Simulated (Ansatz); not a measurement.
Mulliken charges of BCl2H, SMILES `ClBCl` from B3LYP/def2-TZVPP in Ansatz (PBE0-D4/def2-TZVP geometry).

```csv
atom,x (Å),y (Å),z (Å),charge (e)
Cl1,-1.521,-0.680,-0.004,-0.106
B2,0.026,0.100,-0.069,0.165
Cl3,1.411,-0.615,0.693,-0.106
H4,0.139,1.134,-0.640,0.046
```

By hand: the dipole of these point charges (1 e Å = 4.8032 D).

Σ q r = (0.022, 0.206, -0.114) e Å, of length 0.236 e Å = 1.13 D.

How does the dipole of the full density compare? (Estimate.)

The calculation gave: (0.009, 0.080, -0.044) e Å, 0.44 D; the point charges give 2.57 times that, at 0° from its direction.

Point charges leave out the atoms' own dipoles, such as those of lone pairs, and Mulliken's split depends on the basis, so the two needn't agree.

B3LYP here is the variant with VWN-RPA as its local correlation; programs differ in this.
